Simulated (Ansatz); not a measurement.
A geometry relaxed with B3LYP-D3(BJ)/def2-TZVP in Ansatz (a program for electronic structure), charge 0, multiplicity 1:

```xyz
5

Cl     0.0829     1.9966     0.3710
Cl     1.7626    -0.6132    -0.8050
Cl    -0.3348    -0.9988     1.7382
Si     0.0000     0.0000     0.0000
Cl    -1.5107    -0.3846    -1.3042
```

### Question
Write the SMILES of this molecule.

### Answer
`Cl[Si](Cl)(Cl)Cl`
